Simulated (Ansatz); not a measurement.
```yaml
crystal:
  periodic: [false, false, false]
  atoms:
    - {symbol: N, position_ang: [0.000000, 0.000000, -1.801695]}
    - {symbol: Ge, position_ang: [0.000000, 0.000000, -0.146888]}
    - {symbol: S, position_ang: [0.000000, 0.000000, 1.948583]}
basis:
  gaussian: {orbitals: def2-TZVP}
magnetization: {spin_polarized: true, initial_magnetization: 1}
hamiltonian: {xc: pbe0}
relax: {f_tol: 0.004, max_steps: 80}
```

```sh
$ ansatz run in.yaml --threads 1 --pin off --events-out ev --progress --plain --max-ram 2176MiB
```

Steps of the relaxation (energy above the last step; positions in Å, forces in eV/Å):

```
3
step 1, 175.2 meV
N     0.000    0.000   -1.802    0.000    0.000   -2.325
Ge    0.000    0.000   -0.147    0.000    0.000    4.311
S     0.000    0.000    1.949    0.000    0.000   -1.986
```

```
3
step 2, 19.9 meV
N     0.000    0.000   -1.790    0.000    0.000   -1.164
Ge    0.000    0.000   -0.102    0.000    0.000    0.942
S     0.000    0.000    1.892    0.000    0.000    0.221
```

```
3
step 3, 0.1 meV
N     0.000    0.000   -1.813    0.000    0.000   -0.086
Ge    0.000    0.000   -0.095    0.000    0.000    0.122
S     0.000    0.000    1.908    0.000    0.000   -0.036
```

```
3
step 5, 0.0 meV
N     0.000    0.000   -1.815    0.000    0.000    0.000
Ge    0.000    0.000   -0.093    0.000    0.000    0.002
S     0.000    0.000    1.908    0.000    0.000   -0.001
```

Close pairs at the end: N1–Ge2 1.721 Å, Ge2–S3 2.001 Å.

A stationary point of unrestricted PBE0 after 5 steps, with ⟨S²⟩ = 0.770 against 0.75 for a pure state; no frequencies were run, so it isn't proven a minimum. 41 s on 1 thread of Arm Neoverse V1, shared host.
